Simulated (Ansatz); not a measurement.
# BF2+ (triplet): wave-function methods side by side, cc-pVDZ

An exercise on one series of results from a longer session: the logs are not shown, and one member is left open.

Computed with Ansatz 0.2.0, Gaussian basis. Level: cc-pVDZ, core rule «outside noble gas», up to 3 orbitals frozen.

To be run: UHF; CCSD(T) on ROHF; CCSD(T) on UHF; BCCD(T) on ROHF; CISD; CCSDT(Q) on ROHF; CCSDT(Q) on UHF; CASSCF and MRCISD+Q, 12 electrons in 10 orbitals; CASSCF and NEVPT2, 12 electrons in 10 orbitals.

29 further runs of the same task are left out: 3 for a known fault of the program, 13 that didn't finish, 13 set aside as unsound or not needed.

### The system

The geometry is a PBE0/def2-TZVP stationary point (not a proven minimum) of the parent state, kept for this charge and spin.

3 atoms, charge 1, spin multiplicity 3.

Atoms are counted from 1 here; the program's logs count them from 0.

Bond lengths: B1–F2 1.470 Å, B1–F3 1.470 Å. Angles: F2–B1–F3 82.4°.

The first run:

Contents of in.yaml:

```yaml
crystal:
  periodic: [false, false, false]
  atoms:
    - {symbol: B, position_ang: [0.000000, -0.860948, 0.000000]}
    - {symbol: F, position_ang: [0.000000, 0.244960, -0.967951]}
    - {symbol: F, position_ang: [0.000000, 0.244960, 0.967951]}
basis:
  gaussian: {orbitals: cc-pVDZ}
total_charge: 1
magnetization: {spin_polarized: true, initial_magnetization: 2}
hamiltonian: {xc: hf}
output: {orbitals: {seedname: orbitals}}
```

Started as:

```
$ ansatz run in.yaml --threads 1 --pin off --events-out ev --progress --plain --max-ram 2393MiB
```

Among the steps run: UHF; CCSD(T) on ROHF; CCSD(T) on UHF; BCCD(T) on ROHF; CISD; CCSDT(Q) on ROHF; CCSDT(Q) on UHF; CASSCF and MRCISD+Q, 12 electrons in 10 orbitals; CASSCF and NEVPT2, 12 electrons in 10 orbitals.

One table of the session follows, with a row left open; its other results are not shown here.

| method | from RCCSDT(Q) (kJ/mol) |
| --- | --- |
| RMP2 | +42.6 |
| UMP2 | +77.5 |
| CISD | +162.6 |
| RCCSD | +42.7 |
| UCCSD | +40.1 |
| RCCSD(T) | +8.6 |
| UCCSD(T) | +8.5 |
| BCCD(T) | +8.5 |
| RCCSDT | +5.0 |
| UCCSDT | +4.5 |
| RCCSDT(Q) | 0 |
| UCCSDT(Q) | -0.7 |
| CASSCF valence | ? |
| NEVPT2 valence | +96.1 |
| MRCISD valence | +60.0 |
| MRCISD+Q valence | +8.4 |

Estimate the missing values for CASSCF valence.

As computed: from RCCSDT(Q) (kJ/mol): +873.2. In the column «from RCCSDT(Q) (kJ/mol)» it is the highest.

Left out of the table: ROHF, UHF (another determinant or state than the rows shown).

Limits of these values: The report flags that the cluster equations may have other roots. The program flags RCCSD(T), UCCSD(T), BCCD(T), RCCSDT(Q), UCCSDT(Q) as in doubt, so the zero of the table is itself unsure. Warnings: coupled cluster took another determinant than the lowest. Restricted and unrestricted rows rest on different reference determinants; where their highest levels disagree by more than a few hundredths of an eV, they describe different states and don't form one ladder.
